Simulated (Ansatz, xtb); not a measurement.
## Relative energy of two isomers of C5H3F

Structure I: `C#CC(F)C#C`, a singlet. Structure II: `C#CCC#CF`, a singlet. Both are isolated molecules in the gas phase, relaxed with r2SCAN-D4/def2-SVP.

Quicker runs give these differences E(II) − E(I): GFN2-xTB −0.122 eV; HF/STO-3G −0.194 eV (at GFN2-xTB geometries); r2SCAN-D4/def2-SVP//GFN2-xTB +0.276 eV.

Estimate which is lower in electronic energy at CCSD(T)/def2-SVP + ΔMP2/def2-TZVPP, and by roughly how much.

The CCSD(T)/def2-SVP + ΔMP2/def2-TZVPP calculation puts structure I lower, by 0.476 eV.

How the difference moves with the method:

```tsv
level	geometry	E(II) − E(I) (eV)	departure from the last row (eV)	job, with rough time for the two
GFN2-xTB	GFN2-xTB	−0.122	−0.597	optimisation, 0.72 s
HF/STO-3G	GFN2-xTB	−0.194	−0.670	single point, 1.4 s
r2SCAN-D4/def2-SVP//GFN2-xTB	GFN2-xTB	+0.276	−0.199	single point, 6.9 s
r2SCAN-D4/def2-SVP	r2SCAN-D4/def2-SVP	+0.277	−0.199	optimisation, 55 s
HF/def2-SVP	r2SCAN-D4/def2-SVP	+0.365	−0.111	part of the CCSD(T) run
MP2/def2-SVP	r2SCAN-D4/def2-SVP	+0.330	−0.145	part of the CCSD(T) run
CCSD(T)/def2-SVP	r2SCAN-D4/def2-SVP	+0.348	−0.128	single point
CCSD(T)/def2-SVP + ΔMP2/def2-TZVPP	r2SCAN-D4/def2-SVP	+0.476		single point, 63 s
```

As drawn, both hold the same kinds of bond in the same numbers.

GFN2-xTB, HF/STO-3G put the two in the other order. The largest departure from CCSD(T)/def2-SVP + ΔMP2/def2-TZVPP is that of HF/STO-3G, 0.670 eV. The last row adds to CCSD(T) the change of the MP2 difference between the two basis sets, here +0.128 eV.

With harmonic frequencies from r2SCAN-D4/def2-SVP (ideal gas, rigid rotor, one conformer each, 298.15 K, 1 atm): on the last row, ΔE + ΔZPE = +0.496, ΔH = +0.500, ΔG = +0.486 eV.

The correlated steps freeze 6 core orbitals. Run with Ansatz 0.2.0, xtb 6.7.1; the last row on 2 threads of Intel(R) Xeon(R) Processor @ 2.50GHz (Skylake/Cascade Lake) on a shared host.
